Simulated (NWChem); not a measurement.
# r2SCAN/def2-TZVP (density fitting with ahlrichs coulomb fitting) run of CH2Cl2 (dichloromethane)

What is the vertical ionisation energy of CH2Cl2 (dichloromethane) at r2SCAN/def2-TZVP (density fitting with ahlrichs coulomb fitting)? 

The results are computed with NWChem 7.3.0.

## 1. Starting point

CH2Cl2 has 5 atoms, charge 0, and is taken as a singlet. SMILES: `ClCCl`. The coordinates come from a PBE0-D4/def2-TZVP relaxation.

Bond lengths: Cl1–C2 1.762 Å, C2–Cl3 1.762 Å, C2–H4 1.086 Å, C2–H5 1.086 Å. Angles: Cl1–C2–Cl3 112.9°, Cl1–C2–H4 108.1°, Cl1–C2–H5 108.1°, Cl3–C2–H4 108.1°, Cl3–C2–H5 108.1°, H4–C2–H5 111.4°.

## 2. The energy at r2SCAN/def2-TZVP (density fitting with ahlrichs coulomb fitting)

The input, ch2cl2.nw:

```
start ch2cl2
memory total 2200 mb

geometry units angstroms noautosym nocenter noautoz
  Cl     1.630750    -0.338670     0.265360
  C     -0.101090    -0.082670     0.062890
  Cl    -0.474220     1.284450    -0.984760
  H     -0.525010    -0.976700    -0.384090
  H     -0.530410     0.113600     1.040610
end

basis spherical bse
  Cl library def2-TZVP
  C library def2-TZVP
  H library def2-TZVP
end

basis "cd basis" spherical
  Cl library "ahlrichs coulomb fitting"
  C library "ahlrichs coulomb fitting"
  H library "ahlrichs coulomb fitting"
end

dft
  xc r2scan
  grid fine
  convergence energy 1e-08
  iterations 100
  mulliken
  print low
end

task dft energy
```

Started as:

```
$ nwchem ch2cl2.nw > ch2cl2.out
```

The program printed:

```text
[...]
 d= 0,ls=0.0,diis     1   -959.5919033787 -1.09D+03  7.32D-03  1.26D+00     1.5
[...]
 d= 0,ls=0.0,diis     8   -959.6599457176  7.26D-09  2.20D-06  2.41D-07     8.1
         Total DFT energy =     -959.659945717558
      One electron energy =    -1591.676121462839
           Coulomb energy =      559.780697806857
    Exchange-Corr. energy =      -62.604743670824
 Nuclear repulsion energy =      134.840221609248
[...]
      Total Density - Mulliken Population Analysis
     ---------------------------------------------
    Atom       Charge   Shell Charges
 -----------   ------   -------------------------------------------------------
    1 Cl  17    17.12   2.01  0.44  1.52  1.12  0.84  4.19  1.66  1.12  2.80  1.36  0.01  0.04  0.01
    2 C    6     6.05   0.86  1.12  0.52  0.72 -0.01  1.22  1.27  0.22  0.02  0.11  0.01
    3 Cl  17    17.12   2.01  0.44  1.52  1.12  0.84  4.19  1.66  1.12  2.80  1.36  0.01  0.04  0.01
    4 H    1     0.86   0.27  0.48  0.08  0.02
    5 H    1     0.86   0.27  0.48  0.08  0.02
[...]
```

Wall time 8.7 s (1 thread of Intel Xeon 6975P-C (Granite Rapids), shared host); peak memory 0.13 GiB.

## 3. The doublet cation

The input, ch2cl2.nw:

```
start ch2cl2
title "CH2Cl2 energy"
memory total 2200 mb
charge 1
geometry noautosym nocenter noautoz
  Cl       1.630750      -0.338670       0.265360
  C       -0.101090      -0.082670       0.062890
  Cl      -0.474220       1.284450      -0.984760
  H       -0.525010      -0.976700      -0.384090
  H       -0.530410       0.113600       1.040610
end
basis spherical bse
  * library def2-TZVP
end
basis "cd basis" spherical
  * library "ahlrichs coulomb fitting"
end
dft
  xc r2scan
  mult 2
  grid fine
  convergence energy 1e-08
  maxiter 100
  mulliken
  noprint "final vectors analysis"
end
task dft energy
```

Started as:

```
$ nwchem ch2cl2.nw > ch2cl2.out
```

The program printed:

```text
[...]
          Wavefunction type:  spin polarized.
          No. of atoms     :     5
          No. of electrons :    41
[...]
          Charge           :     1
          Spin multiplicity:     2
[...]
          AO basis - number of functions:   117
[...]
              XC Information
              --------------
                      r^2SCAN Method XC Functional
               r^2SCAN metaGGA Exchange Functional  1.000
                     r^2SCAN Correlation Potential  1.000
[...]
 d= 0,ls=0.0,diis     1   -959.0578745089 -1.09D+03  6.66D-03  1.03D+00     2.2
[...]
 d= 0,ls=0.5,diis    17   -959.2615201446 -6.84D-09  2.39D-07  1.32D-09    29.0
[...]
         Total DFT energy =     -959.261520147991
      One electron energy =    -1580.153739604963
           Coulomb energy =      548.291755473617
    Exchange-Corr. energy =      -62.239757625894
 Nuclear repulsion energy =      134.840221609248
[...]
      Total Density - Mulliken Population Analysis
     ---------------------------------------------
    Atom       Charge   Shell Charges
 -----------   ------   -------------------------------------------------------
    1 Cl  17    16.71   2.01  0.44  1.52  1.17  0.82  4.19  1.67  1.08  2.75  1.00  0.02  0.05  0.01
    2 C    6     6.09   0.86  1.12  0.53  0.75 -0.04  1.21  1.33  0.19  0.02  0.12  0.01
    3 Cl  17    16.71   2.01  0.44  1.52  1.17  0.82  4.19  1.67  1.08  2.75  1.00  0.02  0.05  0.01
    4 H    1     0.74   0.26  0.42  0.04  0.02
    5 H    1     0.74   0.26  0.42  0.04  0.02
[...]
      <S2> =      0.7528 (Exact =     0.7500)
[...]
```

It took 32 s on 1 thread of Intel Xeon 6975P-C (Granite Rapids), shared host; peak memory 0.13 GiB.

## 4. Summary of results

At r2SCAN/def2-TZVP (density fitting with ahlrichs coulomb fitting):

| quantity | value |
| --- | --- |
| singlet CH2Cl2: total energy | -959.65995 Eh |
| doublet cation: total energy | -959.26152 Eh |
| doublet cation: ⟨S²⟩ | 0.753 |
| vertical ionisation energy (to the doublet cation) | 10.842 eV |

**Reading.** The vertical ionisation energy comes to 10.84 eV (250 kcal/mol).
